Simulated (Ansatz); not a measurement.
Relaxation of C₂H₆S₂ (10 atoms, charge 0, multiplicity 1), to a largest force component of 0.015 eV/Å in at most 40 steps.

Method: Ansatz 0.2.0, RKS PBE/STO-3G.

```xyz
10
Properties=species:S:1:pos:R:3
S -1.616 0.352 -1.051
C -0.332 0.553 0.162
C 0.788 1.410 -0.374
S 0.371 3.232 -0.487
H -1.922 1.700 -1.197
H 0.055 -0.444 0.430
H -0.754 0.987 1.102
H 1.187 1.077 -1.273
H 1.666 1.361 0.387
H -0.010 3.376 0.732
```

Where does it end, and by what steps?

The run converged. Limits of this set-up: minimal basis. After 7 steps the energy has fallen by 0.577 eV; H5 moved furthest, 0.37 Å.

```json
{"step": "0", "energy less start (eV)": "0.0000", "largest force component (eV/Å)": "4.891", "accepted": "yes"}
{"step": "1", "energy less start (eV)": "-0.4571", "largest force component (eV/Å)": "0.831", "accepted": "yes"}
{"step": "2", "energy less start (eV)": "-0.5403", "largest force component (eV/Å)": "0.381", "accepted": "yes"}
{"step": "3", "energy less start (eV)": "-0.5549", "largest force component (eV/Å)": "0.110", "accepted": "yes"}
{"step": "4", "energy less start (eV)": "-0.5676", "largest force component (eV/Å)": "0.485", "accepted": "yes"}
{"step": "5", "energy less start (eV)": "-0.5763", "largest force component (eV/Å)": "0.097", "accepted": "yes"}
{"step": "6", "energy less start (eV)": "-0.5520", "largest force component (eV/Å)": "0.473", "accepted": "no"}
{"step": "7", "energy less start (eV)": "-0.5774", "largest force component (eV/Å)": "0.012", "accepted": "yes"}
```

```xyz
10
Properties=species:S:1:pos:R:3
S -1.794 0.499 -0.936
C -0.352 0.492 0.191
C 0.801 1.442 -0.299
S 0.240 3.151 -0.676
H -1.581 1.851 -1.167
H 0.051 -0.540 0.259
H -0.639 0.794 1.224
H 1.231 1.045 -1.242
H 1.614 1.456 0.459
H -0.139 3.414 0.617
```

Whether the end is a true minimum wasn't checked by a vibrational analysis.

Time of the run: 49 s on 1 thread of Intel(R) Xeon(R) Processor @ 2.50GHz (Skylake/Cascade Lake) (shared host), peak memory 0.11 GiB.
